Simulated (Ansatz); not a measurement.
**How the electronic dielectric constant ε∞ of antifluorite Mg2Si moves with the method**

No measured value is used here.

| level (code) | value | cell (Å³/atom) |
|---|---|---|
| LDA (Ansatz) | 15.5 ± 0.05 | 20.44 |
| PBE (Ansatz) | 15.4 ± 0.05 | 21.49 |
| PBEsol (Ansatz) | 15.5 ± 0.05 | 21.10 |

A ± on a computed value is a rough bar: the spread of its extrapolation, a floor set from checks against published values, or a statistical error. Each level is taken at its own relaxed cell. K meshes differ between the levels. Ansatz's density-functional and Hartree–Fock values are scalar-relativistic unless marked +SOC, with PAW data made under PBE.

Ansatz is a first-principles code.
